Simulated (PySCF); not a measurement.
Compound: C3H2ClNO.
Numbering: `[Cl:1][c:2]1[cH:3][o:4][cH:5][n:6]1` (hydrogens: H7 on C3; H8 on C5)

Computed, not measured: PySCF, TDDFT PBE0/def2-SVPD, vertical, gas phase, core orbitals frozen in the response. Isolated species at its PBE0-D3(BJ)/def2-SVP geometry, gas phase.

Broadening: Gaussians 0.5 eV wide at half height, area fixed by f = 4.319×10⁻⁹ ∫ε dν̃. The cross-section is σ = 3.8235×10⁻²¹ ε cm², given in Mb (10⁻¹⁸ cm²). The width is an assumption, not a result. The curve ends short of the highest state used, and states not computed would add to its high-energy end.

λ (nm), σ (Mb) and a bar:
```
    166.3      17.31 ###########################
    169.3      15.65 ########################
    172.4      19.23 ##############################
    175.5      18.99 ##############################
    178.5      13.91 ######################
    181.6       7.64 ############
    184.6       3.55 #####
    187.7       1.75 ###
    190.7       1.72 ###
    193.8       3.26 #####
    196.8       6.40 ##########
    199.9      10.94 #################
    202.9      15.18 ########################
    206.0      17.55 ###########################
    209.0      16.98 ##########################
    212.1      13.92 ######################
    215.1       9.91 ###############
    218.2       6.08 #########
    221.2       3.35 #####
    224.3       1.61 ##
    227.3       0.72 #
    230.4       0.28 
    233.5       0.10 
    236.5       0.03
```

Q: Locate the maxima and give the states behind the curve.

A: 207 nm (5.99 eV), ε about 4600, made up of S1 (100%); 174 nm (7.13 eV), ε about 5200, made up of S5 (98%) (ε in L mol⁻¹ cm⁻¹; maxima over ε = 5, shares over 10%). At its high-energy end, 7.46 eV, the curve is still rising (ε about 4600, from S5 and S8). The states used: S1 5.99 eV (f 0.086); S2 6.57 eV (f 0.0021); S3 6.66 eV (f 0.0003); S4 7.06 eV (f 0.0001); S5 7.12 eV (f 0.095); S6 7.44 eV (f 0.0008); S7 7.74 eV (f 0.0053); S8 7.86 eV (f 0.328); S9 8.00 eV (f 0.0049); S10 8.06 eV (f 0.0090).

Q: On this curve, what absorbance would a 10⁻⁴ mol/L sample give at 193 nm over a 1 cm path?

A: 193 nm is 6.424 eV, where ε is about 710 L mol⁻¹ cm⁻¹, so A = ε c l ≈ 0.071 (Beer–Lambert, with the gas-phase spectrum and the assumed width).

Q: What would ε be at 7.13 eV, the highest of these maxima, with half the width (0.25 eV)?

A: About 10200 L mol⁻¹ cm⁻¹ against 5200, a factor of about 1.97; a lone state at its own centre would give exactly 2.

Q: Coming from long wavelengths, where does ε first pass 100 L mol⁻¹ cm⁻¹?

A: At about 229 nm (5.40 eV), 0.59 eV below S1.

The vertical ionisation energy (ΔSCF) is 9.50 eV, 1.44 eV above S10.
